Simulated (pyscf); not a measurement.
F–N(F)–F + F–SiH₃ → F–SiH₃ + F–N(F)–F (four-centre exchange; singlet surface; F–N, F–Si broken, F–Si, F–N formed). Optimised with ωB97X-D3(BJ)/def2-SVP in PySCF. Energies in kcal/mol from the separated reactants.

| level | barrier | reaction energy |
|---|---|---|
| ωB97X-D3(BJ)/def2-TZVP | 72.0 | 0.0 |
| r²SCAN/def2-TZVP | 55.6 | 0.0 |
| B3LYP-D3(BJ)/def2-TZVP | 63.9 | 0.0 |
| PBE0-D3(BJ)/def2-TZVP | ? | 0.0 |
| M06-2X/def2-TZVP | 75.9 | 0.0 |
| HF/def2-TZVP | ? | 0.0 |

### Question
Complete the blanks.

### Answer

- PBE0-D3(BJ)/def2-TZVP, barrier: 67.4
- HF/def2-TZVP, barrier: 96.5

The functionals in the table span 20.3 kcal/mol in this barrier, from r²SCAN to M06-2X. The same reactants have a lower exit, to F–SiH₂–F + F–NH–F (barrier +58.5 kcal/mol at ωB97M-D3(BJ)/def2-TZVP, against +70.1 kcal/mol here). One saddle was located; it need not be the lowest between these sides. One closed-shell reference is unstable to symmetry breaking; treat the single-reference values with care.
